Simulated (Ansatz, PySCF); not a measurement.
This Ansatz (a quantum-chemistry and plane-wave program) input computes a CAM-B3LYP/def2-TZVPD energy:

Ansatz 0.2 input:
```yaml
crystal:
  periodic: [false, false, false]
  atoms:
    - {symbol: C, position_ang: [1.21013508, -0.36745904, -0.00201603]}
    - {symbol: C, position_ang: [0.00594134, 0.57336340, -0.00022751]}
    - {symbol: N, position_ang: [-1.30565618, -0.07401790, 0.00235316]}
    - {symbol: H, position_ang: [2.15083117, 0.18965263, -0.00390203]}
    - {symbol: H, position_ang: [1.20276946, -1.01094548, 0.88157958]}
    - {symbol: H, position_ang: [1.19962331, -1.01161389, -0.88509263]}
    - {symbol: H, position_ang: [0.05020044, 1.22835584, -0.87435923]}
    - {symbol: H, position_ang: [0.05331264, 1.22901704, 0.87324517]}
    - {symbol: H, position_ang: [-1.40535207, -0.67057564, 0.81648160]}
    - {symbol: H, position_ang: [-1.40825028, -0.67119137, -0.81096339]}
basis:
  gaussian:
    orbitals: def2-TZVPD
hamiltonian:
  xc: {name: CAM-B3LYP}
output: {forces: true}
```

Problem. Write an input for the same energy in PySCF and say what it gives.

Solution. 
```python
from pyscf import gto, scf, dft

mol = gto.M(
    atom='''
    C     1.21013508   -0.36745904   -0.00201603
    C     0.00594134    0.57336340   -0.00022751
    N    -1.30565618   -0.07401790    0.00235316
    H     2.15083117    0.18965263   -0.00390203
    H     1.20276946   -1.01094548    0.88157958
    H     1.19962331   -1.01161389   -0.88509263
    H     0.05020044    1.22835584   -0.87435923
    H     0.05331264    1.22901704    0.87324517
    H    -1.40535207   -0.67057564    0.81648160
    H    -1.40825028   -0.67119137   -0.81096339
    ''',
    basis='def2-tzvpd',
    charge=0,
    spin=0,
    verbose=4,
)

mf = dft.RKS(mol, xc='camb3lyp').density_fit(auxbasis='def2-universal-jkfit')
mf.grids.level = 3
mf.conv_tol = 1e-9
mf.max_cycle = 100
mf.max_memory = 1500
mf.kernel()
if not mf.converged:
    mf = mf.newton()
    mf.kernel(mf.make_rdm1())
mf.analyze()
```
It gives -135.15285 Eh, and Ansatz -135.15276 Eh, a difference of 0.09 mEh, from the treatment of integrals and grids.
